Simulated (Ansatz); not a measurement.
A made-up structure of SiHCl2 (charge -1), closed shell:

```
4
angstrom
Cl -1.8289 0.1276 1.0373
Si 0.2692 -0.0273 0.1915
Cl 0.3123 -0.3900 -2.0464
H 1.2474 0.2897 0.8176
```

It is relaxed with PBE-D4/def2-SVPD and then PBE0-D4/def2-TZVPD (Ansatz 0.2.0). Atoms count as bonded within 1.22 times the sum of their covalent radii (H–H: 0.88 Å). The end point is not checked to be a true minimum.

**Question.** Does its bonding change? (A judgement: the text doesn't fix the answer.)

**Answer.** The calculation gives: No: no bond forms or breaks.

Where it ends: The first stage lowers the energy by 4.01 eV in 7 steps. It ends as SiHCl₂ ([Cl][SiH][Cl]), total charge -1:
```
4
angstrom
Cl -1.6395 0.2943 0.8911
Si 0.2631 -0.6773 0.2964
Cl 0.2721 -0.1678 -1.8618
H 1.1042 0.5508 0.6743
```

Labels in which every atom is bracketed show which atoms are joined, not bond orders.

For scale, one of the runs: PBE0-D4/def2-TZVPD relaxation, 144 basis functions, launched by `ansatz run in.yaml --threads 2 --pin off --events-out ev --progress --plain --max-ram 4352MiB`. The run took about 16 s on 2 CPU threads of an Arm Neoverse V1 (shared host).
